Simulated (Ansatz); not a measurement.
C3. The state is a quintet with charge 0. Geometry r2SCAN-D4/def2-TZVP; atoms count from 1.

| atom | x (Å) | y (Å) | z (Å) |
| --- | --- | --- | --- |
| C1 | 0.000 | 0.000 | 0.000 |
| C2 | -0.917 | -0.720 | -0.511 |
| C3 | 0.917 | 0.720 | 0.511 |

At PBE0-D4/def2-TZVP a singlet of charge 0 lies 2.93 eV below the quintet, each at its own geometry. The structure comes from a short search, and lower isomers may exist.

(1) Estimate the Mulliken populations from the PBE0/def2-TZVP orbitals of Ansatz.

(2) Where does the spin sit?

(3) And the Mayer bond orders between heavy atoms (over 0.3)?

Answers

(1) 
```json
{"atom": "C1", "charge (e)": "-0.05", "spin (α − β)": "-0.49"}
{"atom": "C2", "charge (e)": "0.03", "spin (α − β)": "2.24"}
{"atom": "C3", "charge (e)": "0.03", "spin (α − β)": "2.24"}
```
Mulliken values depend strongly on the basis.

(2) Summed by element: C 4.00, of 4 unpaired in all. Largest on single atoms: C2 2.24, C3 2.24, C1 -0.49.

(3) C1–C2 1.96 (1.27 Å); C1–C3 1.96 (1.27 Å).
